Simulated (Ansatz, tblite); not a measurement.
Cost and result up the ladder for AlH2(CCH) (C2H3Al) (6 atoms). Charge 0, multiplicity 1. Geometry: PBE-D4/def2-TZVP.

Cartesian coordinates in Å:
```
Al -0.241 0.916 -0.872
H -1.068 0.531 -2.173
H 0.299 2.387 -0.606
C 0.116 -0.442 0.425
C 0.346 -1.314 1.251
H 0.547 -2.079 1.976
```

Ansatz on 4 threads of Arm Neoverse N1 on a shared host; xTB runs through tblite on one thread. Times are rough, summed over both states, and most runs start from the orbitals of an earlier one. PBE0-D4/def2-TZVP serves as the yardstick here, not as an exact answer. The other state is a doublet.

The xTB rows come from tblite. Correlated methods freeze 7 core orbitals. In CCSD on the charge 1 doublet the largest single amplitude is 0.23, so its Hartree–Fock determinant may place the open shell otherwise than the density functionals do.

Run but left out: HF/def2-TZVPP, MP2/def2-TZVPP (charge +1 doublet: a determinant that CCSD turns far, T1 0.048).

Correlated methods converge slowly with the basis.

Raw xTB energies of ions are shifted by several eV.

```csv
level,functions,vertical IE (eV),difference from PBE0-D4/def2-TZVP (eV),remarks
GFN1-xTB,23,15.22,5.06,–
PBE0-D4/def2-TZVP,117,10.16,0.00,–
GFN2-xTB,20,14.47,4.31,–
CCSD(T)/def2-TZVPP,146,10.63,0.47,large T1 (0.048) (+1 doublet)
r2SCAN-D4/def2-TZVP,117,9.96,-0.20,–
PBE-D4/def2-TZVP (with forces),117,9.88,-0.28,–
```

Task: Estimate how long each takes.

Result: GFN1-xTB 0.008 s; GFN2-xTB 0.009 s; PBE-D4/def2-TZVP (with forces) 2.7 s; PBE0-D4/def2-TZVP 3.9 s; r2SCAN-D4/def2-TZVP 5.5 s; CCSD(T)/def2-TZVPP 32 s. On shared hardware such times vary by a factor of up to 3.
